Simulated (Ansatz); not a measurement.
A trace of molecular dynamics of HS2Si (4 atoms, charge -1, multiplicity 1).

All numbers below come from RKS BHLYP/STO-3G in Ansatz.

```json
{"ensemble": "NVE (velocity Verlet)", "starting velocities drawn for": "300 K", "seed": "10811"}
```

```csv
time (fs),T (K),potential energy less start (eV),conserved less start (meV/atom)
0.0,300,0.000,0.00
4.0,436,-0.035,0.10
8.0,2787,-0.642,0.28
12.0,8180,-2.041,-0.89
16.0,7427,-1.844,-0.29
20.0,6477,-1.597,0.01
24.0,9418,-2.358,-0.34
28.0,11101,-2.796,-1.03
32.0,5508,-1.347,-0.12
36.0,2087,-0.461,0.24
40.0,3882,-0.930,-0.90
44.0,9536,-2.398,-2.59
48.0,4686,-1.133,0.20
52.0,5185,-1.262,0.23
56.0,11335,-2.861,-2.01
60.0,12046,-3.046,-2.33
64.0,5056,-1.229,0.24
68.0,2940,-0.681,0.30
72.0,7639,-1.910,-3.11
76.0,6037,-1.497,-3.55
80.0,2794,-0.644,0.31
84.0,3777,-0.898,0.23
88.0,11379,-2.871,-1.62
92.0,10291,-2.584,-0.22
96.0,6988,-1.729,-0.06
100.0,5540,-1.355,-0.01
```

**Question.** Can this run be trusted? Judge the integration.

**Answer.** The conserved energy stayed within 3.8 meV per atom of its start (net change -0.013 meV per atom), so the integration is sound. The system heated up, since it started high on the potential surface and ran downhill. A run of 0.1 ps of so small a system gives no equilibrium averages. The orbitals stay closed-shell, which can raise the energy where a bond breaks towards radicals; this wasn't checked here. Limits of this set-up: minimal basis, an anion without diffuse functions, the dipole of an ion depends on the origin. The time step was 0.5 fs.

The run took 2.1 min on 1 thread of Arm Neoverse V2, on a shared host, peak memory 0.078 GiB.
